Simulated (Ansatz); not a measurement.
A calculation with Ansatz (development build ahead of 0.2.0).

```yaml
crystal:
  periodic: [false, false, false]
  atoms:
    - { symbol: C, position_ang: [0.52397, 0.00592, 0.51777] }
    - { symbol: C, position_ang: [-0.52026, 0.01171, -0.51472] }
    - { symbol: C, position_ang: [0.51448, -0.78331, 1.58351] }
    - { symbol: C, position_ang: [-0.50794, 0.79079, -1.58782] }
    - { symbol: H, position_ang: [1.34553, 0.70163, 0.37795] }
    - { symbol: H, position_ang: [-1.34671, -0.67644, -0.36798] }
    - { symbol: H, position_ang: [1.30791, -0.75053, 2.31893] }
    - { symbol: H, position_ang: [-0.28672, -1.492, 1.76036] }
    - { symbol: H, position_ang: [-1.30493, 0.75597, -2.319] }
    - { symbol: H, position_ang: [0.29893, 1.48985, -1.77546] }
basis:
  gaussian: { orbitals: def2-SVP }
magnetization:
  spin_polarized: true
  initial_magnetization: 2
hamiltonian:
  xc: hf
output:
  forces: true
```

The input is written out in the form of the current development build from the run's settings.

Output:

```
Converged                       : yes
Total energy                    : -154.70668 hartree
Spin squared of the determinant : 2.166
Stability test                  : minimum
```

Forces (eV/Å):
| atom | Fx | Fy | Fz |
| --- | --- | --- | --- |
| C1 | -2.315 | 1.954 | -4.916 |
| C2 | 2.072 | -6.040 | 10.455 |
| C3 | 0.065 | -2.084 | 2.912 |
| C4 | 0.072 | 6.126 | -8.449 |
| H5 | 0.024 | 0.021 | -0.027 |
| H6 | 0.073 | -0.015 | 0.064 |
| H7 | -0.016 | -0.021 | 0.014 |
| H8 | 0.026 | 0.013 | 0.009 |
| H9 | 0.086 | 0.076 | -0.015 |
| H10 | -0.088 | -0.032 | -0.048 |

Caution: another spin multiplicity may lie lower; the unrestricted determinant is spin contaminated.
